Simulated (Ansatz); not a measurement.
This Ansatz (a first-principles code) input (MP2/cc-pCVQZ) gives -535.13466 Eh with 193 basis functions. A basis named .json is the Basis Set Exchange file of that set (core-valence sets with the plain set on hydrogen).

Ansatz 0.2 input:
```yaml
crystal:
  periodic: [false, false, false]
  atoms:
    - {symbol: Cl, position_ang: [-0.00000000, -0.00000000, -0.50551697]}
    - {symbol: O, position_ang: [0.00000000, 0.00000000, 1.07422357]}
basis:
  gaussian:
    orbitals: cc-pCVQZ.json
magnetization: {spin_polarized: true, initial_magnetization: 1}
correlation: {method: mp2, frozen_orbitals: {Cl: 1, O: 0}}
```

Change:
```diff
- orbitals: cc-pCVQZ.json
+ orbitals: cc-pwCVQZ.json
```

Q: What does the run give now?

A: -535.12372 Eh (MP2/cc-pwCVQZ, 193 functions), a change of +10.94 mEh.
